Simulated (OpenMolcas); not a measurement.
# HF/6-31G(d) (RICD fitting, spherical functions, fitting threshold 1e-05) run of H2O3 (trioxidane)

Aim: the vertical electron affinity of H2O3 (trioxidane) at HF/6-31G* (RICD fitting, spherical functions, fitting threshold 1e-05), from 2 runs. 

The results are computed with OpenMolcas 26.06.

## (1) The structure to begin with

H2O3 has 5 atoms, charge 0, and is taken as a singlet. As SMILES, `OOO`. Geometry: relaxed at GFN2-xTB. This is a higher conformer, about 11 kJ/mol above the lowest found by a separate search.

Bond lengths: O1–O2 1.390 Å, O2–O3 1.391 Å, O1–H4 0.972 Å, O3–H5 0.972 Å. Angles: O1–O2–O3 110.7°, O2–O1–H4 106.7°, O2–O3–H5 106.5°.

## (2) A single-point energy at HF/6-31G(d) (RICD fitting, spherical functions, fitting threshold 1e-05)

Contents of job.inp:

```
* H2O3 Hartree-Fock
&GATEWAY
BasLib=$CurrDir
Coord
5
bohr
O     -1.85952830    -1.30903218    -0.26032867
O     -0.24005191    -0.09276666     1.41202226
O      2.22313050    -0.10731755     0.49533501
H     -2.60542210    -0.00287238    -1.31519269
H      2.48185291     1.51198877    -0.33183591
Basis=6-31Gs
Group=NoSym
RICD
CDThreshold=1e-05
&SEWARD
&SCF
PrOrbitals=0
```

The basis set 6-31G* is read from a file made from the Basis Set Exchange's data (not shown).

Run with:

```bash
export MOLCAS_MEM=1860
pymolcas job.inp > job.log
```

What it wrote:

```text
--- Start Module: gateway ---

                                              &GATEWAY

                       available to each process: 1.9 GB of memory, 1 thread

 Basis Set     1 Label: O.6-31GS
 Basis set is read from library:.
 basistype.tbl is not found

 Basis Set     2 Label: H.6-31GS
 Basis set is read from library:.
 basistype.tbl is not found

++    Symmetry information:
      ---------------------

                    Character Table for C1

                             E
                    a        1  x, y, xy, Rz, z, xz, Ry, yz, Rx, I
--

++    Basis set information:
      ----------------------

      Basis set label: O.6-31GS.........

      Electronic valence basis set:
      ------------------
      Associated Effective Charge   8.000000 au
      Associated Actual Charge      8.000000 au
      Nuclear Model: Point charge

      Shell  nPrim  nBasis  Cartesian Spherical Contaminant
         s      10       3        X
         p       4       2        X
         d       1       1                 X

      Basis set label: H.6-31GS.........

      Electronic valence basis set:
      ------------------
      Associated Effective Charge   1.000000 au
      Associated Actual Charge      1.000000 au
      Nuclear Model: Point charge

      Shell  nPrim  nBasis  Cartesian Spherical Contaminant
         s       4       2        X
--

++    Molecular structure info:
      -------------------------

                    ************************************************
                    **** Cartesian Coordinates / bohr, angstrom ****
                    ************************************************

     Center  Label                x              y              z                     x              y              z
        1      O1              -1.859528      -1.309032      -0.260329             -0.984020      -0.692710      -0.137760
        2      O2              -0.240052      -0.092767       1.412022             -0.127030      -0.049090       0.747210
        3      O3               2.223130      -0.107318       0.495335              1.176430      -0.056790       0.262120
        4      H4              -2.605422      -0.002872      -1.315193             -1.378730      -0.001520      -0.695970
        5      H5               2.481853       1.511989      -0.331836              1.313340       0.800110      -0.175600

                    ***************************************
                    *    InterNuclear Distances / bohr    *
                    ***************************************

               1 O1            2 O2            3 O3            4 H4            5 H5
    1 O1       0.000000
    2 O2       2.626550        0.000000
    3 O3       4.322412        2.628268        0.000000
    4 H4       1.837158        3.611199        5.157891        0.000000
    5 H5       5.177921        3.609023        1.836655        5.398348        0.000000

                    *******************************************
                    *    InterNuclear Distances / angstrom    *
                    *******************************************

               1 O1            2 O2            3 O3            4 H4            5 H5
    1 O1       0.000000
    2 O2       1.389910        0.000000
    3 O3       2.287322        1.390820        0.000000
    4 H4       0.972182        1.910964        2.729438        0.000000
    5 H5       2.740038        1.909813        0.971916        2.856683        0.000000

                    **************************************
                    *    Valence Bond Angles / degree    *
                    **************************************
                          Atom centers                 Phi
                      2 O2       1 O1       4 H4       106.66
                      1 O1       2 O2       3 O3       110.68
                      2 O2       3 O3       5 H5       106.51

           ***************************************************************
           *              Valence Dihedral Angles / degree               *
           ***************************************************************
                    Atom centers                       Phi1     Phi2     Theta
           3 O3       2 O2       1 O1       4 H4        110.68   106.66   -95.31
           1 O1       2 O2       3 O3       5 H5        110.68   106.51    96.91
--

            Nuclear Potential Energy             79.94732601 au

--- Stop Module: gateway /rc=_RC_ALL_IS_WELL_ ---

--- Start Module: seward ---

                                              &SEWARD

                       available to each process: 1.9 GB of memory, 1 thread

               SEWARD will generate:
                  Multipole Moment integrals up to order  2
                  Kinetic Energy integrals
                  Nuclear Attraction integrals (point charge)
                  One-Electron Hamiltonian integrals
                  Velocity integrals
                  Orbital angular momentum around (  0.0370  -0.4523   0.4937 )
                  Velocity quadrupole around (  0.0370  -0.4523   0.4937 )
                  RI decomposed two-electron repulsion integrals stored Cholesky style
                   - acCD auxiliary basis
                   - CD Threshold:   1.00E-05

                   Integrals are discarded if absolute value <: 1.00E-14
                   Integral cutoff threshold is set to       <: 1.00E-16

            Nuclear Potential Energy             79.94732601 au

      Basis set specifications :
      Symmetry species         a
      Basis functions           46

--- Stop Module: seward /rc=_RC_ALL_IS_WELL_ ---

--- Start Module: scf ---

                                                &SCF

                       available to each process: 1.9 GB of memory, 1 thread

++    Input section:
      --------------

      Header of the integral files:

      Cartesian coordinates in angstrom:
      -----------------------------------------------------
      No.  Label        X            Y            Z
      -----------------------------------------------------
       1   O1        -0.98402000  -0.69271000  -0.13776000
       2   O2        -0.12703000  -0.04909000   0.74721000
       3   O3         1.17643000  -0.05679000   0.26212000
       4   H4        -1.37873000  -0.00152000  -0.69597000
       5   H5         1.31334000   0.80011000  -0.17560000
      -----------------------------------------------------
      Nuclear repulsion energy =   79.94732601
--

++    Orbital specifications:
      -----------------------

      Symmetry species               1
                                     a
      Frozen orbitals                0
      Occupied orbitals             13
      Secondary orbitals            33
      Deleted orbitals               0
      Total number of orbitals      46
      Number of basis functions     46
--

      Molecular charge                           0.000

++    Optimization specifications:
      ----------------------------

      SCF Algorithm: LK-RI/DF
      LK screening threshold:                     4.50E-02
      Local-Exchange (LK) algorithm.
       - the density matrix is decomposed
      The actual AO density is used
      Number of density matrices in core                 5
      Maximum number of NDDO SCF iterations            400
      Maximum number of HF SCF iterations              400
      Threshold for SCF energy change             1.00E-09
      Threshold for density matrix                1.00E-04
      Threshold for Fock matrix                   1.50E-04
      Threshold for linear dependence             1.00E-09
      Threshold at which DIIS is turned on        1.50E-01
      Maximum depth in the DIIS procedure                5
      Maximum depth in the BFGS Hessian update          30
      Threshold at which QNR/C2DIIS is turned on  7.50E-02
      Threshold for Norm(delta) (QNR/C2DIIS)      1.00E-03
      All orbitals punched on: SCFORB
--

      Input vectors read from INPORB
      Orbital file label: *Guess orbitals

++ Convergence information
                                   SCF        iterations: Energy and convergence statistics

Iter     Tot. SCF        One-elec.       Two-elec.     Energy      Max Dij or  Max Fij      DNorm      TNorm      AccCon     Time
         Energy          Energy          Energy        Change      Delta Norm                                                in Sec.
   1  -225.221811535  -467.928155697   162.759018150   0.00E+00    2.20E-01*   1.31E-01*    6.18E+00   8.78E+01   None         0.
   2  -225.503464647  -470.822355504   165.371564844  -2.82E-01*   4.76E-02*   3.28E-02*    6.33E+00   8.86E+01   EDIIS        0.
   3  -225.517167900  -469.837002893   164.372508981  -1.37E-02*   1.85E-02*   1.47E-02*    6.37E+00   8.83E+01   c2DIIS       0.
   4  -225.520454634  -470.173037523   164.705256877  -3.29E-03*   1.57E-02*   6.55E-03*    6.37E+00   8.84E+01   QNRc2DIIS    0.
   5  -225.520747939  -470.135808727   164.667734776  -2.93E-04*   6.78E-03*   5.84E-03*    6.38E+00   8.84E+01   QNRc2DIIS    0.
   6  -225.520977193  -470.146617701   164.678314496  -2.29E-04*   2.51E-03*   7.68E-04*    6.38E+00   8.84E+01   QNRc2DIIS    0.
   7  -225.520986733  -470.156373274   164.688060529  -9.54E-06*   9.22E-04    1.94E-04*    6.38E+00   8.84E+01   QNRc2DIIS    0.
   8  -225.520987613  -470.149982376   164.681668751  -8.80E-07*   2.65E-04    9.22E-05     6.38E+00   8.84E+01   QNRc2DIIS    0.
   9  -225.520987773  -470.153444753   164.685130968  -1.60E-07*   7.12E-05    1.78E-05     6.38E+00   8.84E+01   QNRc2DIIS    0.
  10  -225.520987783  -470.153494677   164.685180881  -1.05E-08*   4.70E-05    8.69E-06     6.38E+00   8.84E+01   QNRc2DIIS    0.
  11  -225.520987786  -470.153386042   164.685072244  -2.38E-09*   3.80E-06    1.24E-06     6.38E+00   8.84E+01   QNRc2DIIS    0.
  12  -225.520987786  -470.153374572   164.685060774  -3.21E-11    1.37E-06    3.43E-07     6.38E+00   8.84E+01   QNRc2DIIS    0.

       Convergence after  12 Iterations
--

 *****************************************************************************************************************************
 *                                             SCF/KS-DFT Program, Final results                                             *
 *                                                       Final Results                                                       *
 *****************************************************************************************************************************

::    Total SCF energy                               -225.5209877858
      One-electron energy                            -470.1533745722
      Two-electron energy                             164.6850607741
      Nuclear repulsion energy                         79.9473260122
      Kinetic energy (interpolated)                   225.1941065606
      Virial theorem                                    1.0014515532
      Total spin, S(S+1)                                0.0000000000
      Total spin, S                                     0.0000000000
      Max non-diagonal density matrix element           0.0000009527
      Max non-diagonal Fock matrix element              0.0000001254

      No orbitals printed

++    Molecular charges:
      ------------------

      Mulliken charges per centre
      ---------------------------

                O1      O2      O3      H4      H5
      Total    8.4277  8.0844  8.4287  0.5297  0.5294

      N-E     -0.4277 -0.0844 -0.4287  0.4703  0.4706

      Total electronic charge=   26.000000

      Total            charge=   -0.000000
--

++    Molecular properties:
      ---------------------

      Charge (e):
                      =   -0.0000
      Dipole Moment (debye):
      Origin of the operator (angstrom)=    0.0196   -0.2394    0.2612
                   X= -4.3312E-01               Y=  2.9093E+00               Z= -2.1564E+00           Total=  3.6471E+00
      Quadrupole Moment (debye*angstrom):
      Origin of the operator (angstrom)=    0.0196   -0.2394    0.2612
                  XX= -1.4914E+01              XY=  7.1078E-01              XZ=  9.1280E-01              YY= -1.5389E+01
                  YZ= -2.1895E+00              ZZ= -1.5724E+01
      In traceless form (debye*angstrom)
                  XX=  6.4187E-01              XY=  1.0662E+00              XZ=  1.3692E+00              YY= -6.9864E-02
                  YZ= -3.2843E+00              ZZ= -5.7201E-01
--

--- Stop Module: scf /rc=_RC_ALL_IS_WELL_ ---

.##################.
.# Happy landing! #.
.##################.

    Timing: Wall=1.98 User=1.29 System=0.22
```

Wall time 2.2 s (1 thread of Arm Neoverse V1, shared host); peak memory 0.092 GiB.

(Part 1 of 2 ends here.)
